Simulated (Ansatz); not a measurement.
Results of rVV10 in Ansatz (PAW) for 2H MoS₂.

Settings: plane-wave cutoff 500 eV, 12×12×4 k mesh (along the axes of the cell as run), gaussian smearing 0.02 eV, scalar-relativistic PAW data made under PBE.

Computed at the level's own relaxed cell.

Problem. Predict the volume per atom, lattice parameter a and lattice parameter c.

Solution. 
- volume per atom = 18.53 Å³/atom
- lattice parameter a = 3.215 Å
- lattice parameter c = 12.422 Å

Measured, for comparison: lattice constant a 3.16 Å, lattice parameter c 12.294 Å (300 K, no zero-point or thermal correction; as tabulated in arXiv:1605.07067). Computed (rounded) less measured: lattice constant a +1.7 %, lattice parameter c +1.0 %.

Static lattice: no zero-point or thermal effects.

The result took around 2.2 core-minutes (rough).

Ansatz is a quantum-chemistry and plane-wave program.
